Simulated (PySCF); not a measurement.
# SiH2F2 (SMILES F[SiH2]F) at CCSD(T)/aug-cc-pVDZ

What is the vertical electron affinity of SiH2F2 at CCSD(T)/aug-cc-pVDZ? 

Program for the calculation: PySCF 2.14.0.

1 further run of the same task is left out (set aside as unsound or not needed).

### Step 1. The system as given

The species is SiH2F2 (5 atoms), meant as a singlet with charge 0. As SMILES, `F[SiH2]F`. Geometry: relaxed at PBE0-D4/def2-TZVP.

Bond lengths: F1–Si2 1.586 Å, Si2–F3 1.586 Å, Si2–H4 1.474 Å, Si2–H5 1.474 Å. Angles: F1–Si2–F3 108.0°, F1–Si2–H4 108.5°, F1–Si2–H5 108.5°, F3–Si2–H4 108.5°, F3–Si2–H5 108.5°, H4–Si2–H5 114.6°.

### Step 2. The energy at CCSD(T)/aug-cc-pVDZ

Input file job.py:

```python
from pyscf import gto, scf, cc

system = gto.Mole()
system.atom = [
    ('F', (-1.079010, 0.538200, 0.980720)),
    ('Si', (-0.005220, -0.000540, -0.054090)),
    ('F', (1.247630, -0.520590, 0.766910)),
    ('H', (-0.590470, -1.138740, -0.786300)),
    ('H', (0.427070, 1.121680, -0.907250)),
]
system.verbose = 3
system.max_memory = 1860
system.basis = 'aug-cc-pvdz'
system.build()

mf = scf.RHF(system)
mf.conv_tol = 1e-10
mf.kernel()
if not mf.converged:
    mf = mf.newton().run(mf.mo_coeff, mf.mo_occ)

mycc = cc.CCSD(mf, frozen=7)
mycc.kernel()
e_t = mycc.ccsd_t()
etot = mycc.e_tot + e_t
print('Final energy', etot)
```

The run is started by

```
OMP_NUM_THREADS=1 python job.py
```

The log of the run:

```text
converged SCF energy = -489.117432657501
E(CCSD) = -489.6479652120213  E_corr = -0.5305325545200292
CCSD(T) correction = -0.0115443708110801
Final energy -489.65950958283236
```

It took 24 s on 1 thread of Arm Neoverse V2, shared host; peak memory 0.46 GiB.

### Step 3. The doublet anion at the same level

Input file calc.py:

```python
from pyscf import gto, scf, cc

mol = gto.M(
    atom='''
F     -2.039033     1.017051     1.853292
Si    -0.009864    -0.001020    -0.102215
F      2.357679    -0.983773     1.449250
H     -1.115827    -2.151907    -1.485892
H      0.807045     2.119668    -1.714454
''',
    unit='bohr',
    charge=-1,
    max_memory=1860,
    spin=1,
    basis='aug-cc-pvdz',
    verbose=3,
)

calc0 = scf.UHF(mol)
calc0.conv_tol = 1e-10
calc0.kernel()
if not calc0.converged:
    calc0 = calc0.newton().run(calc0.mo_coeff, calc0.mo_occ)

mycc = cc.CCSD(calc0, frozen=7)
mycc.kernel()
e_t = mycc.ccsd_t()
etot = mycc.e_tot + e_t
print('E(%s) = %.9f' % ('CCSD(T)', etot))
```

The run is started by

```
OMP_NUM_THREADS=1 python calc.py
```

The log of the run:

```text
converged SCF energy = -489.07393736988  <S^2> = 0.75031748  2S+1 = 2.0003175
E(UCCSD) = -489.6099927398707  E_corr = -0.5360553699910138
UCCSD(T) correction = -0.0122266440998399
E(CCSD(T)) = -489.622219384
```

It took 3.1 min on 1 thread of Arm Neoverse V2, shared host; peak memory 2.2 GiB.

### Step 4. Summary of results

At CCSD(T)/aug-cc-pVDZ, 7 core orbitals frozen:

| quantity | value |
| --- | --- |
| singlet SiH2F2: total energy | -489.65951 Eh |
| singlet SiH2F2: dipole moment (Hartree–Fock density) | 1.78 D |
| singlet SiH2F2: HOMO energy (Hartree–Fock orbitals) | -13.61 eV |
| singlet SiH2F2: LUMO energy (Hartree–Fock orbitals) | 1.20 eV |
| singlet SiH2F2: HOMO–LUMO gap (Hartree–Fock orbitals) | 14.81 eV |
| singlet SiH2F2: correlation energy (7 core orbitals frozen) | -542.1 mEh |
| singlet SiH2F2: (T) correction | -11.54 mEh |
| singlet SiH2F2: T1 diagnostic | 0.013 |
| doublet anion: total energy | -489.62222 Eh |
| doublet anion: HOMO energy (Hartree–Fock orbitals) (highest over α and β) | 1.16 eV |
| doublet anion: LUMO energy (Hartree–Fock orbitals) (lowest over α and β) | 3.94 eV |
| doublet anion: correlation energy (7 core orbitals frozen) | -548.3 mEh |
| doublet anion: (T) correction | -12.23 mEh |
| doublet anion: ⟨S²⟩ of the reference determinant | 0.750 |
| doublet anion: T1 diagnostic | 0.031 |
| vertical electron affinity (to the doublet anion) | -1.015 eV |

**Reading.** The anion lies 1.01 eV (98 kJ/mol) above the neutral: the electron isn't bound at this level, and such a value depends on the basis. The triples (singlet SiH2F2) make up 2.1 % of the correlation energy. Mulliken charges (doublet anion) of the mean-field density run from -1.62 on H5 to +3.80 on Si2; in a basis this large or diffuse they mean little. The triples (doublet anion) make up 2.2 % of the correlation energy. The HOMO (doublet anion) lies at positive energy, 1.16 eV: the electron is unbound at this level or held by a compact basis; values depend on the basis.
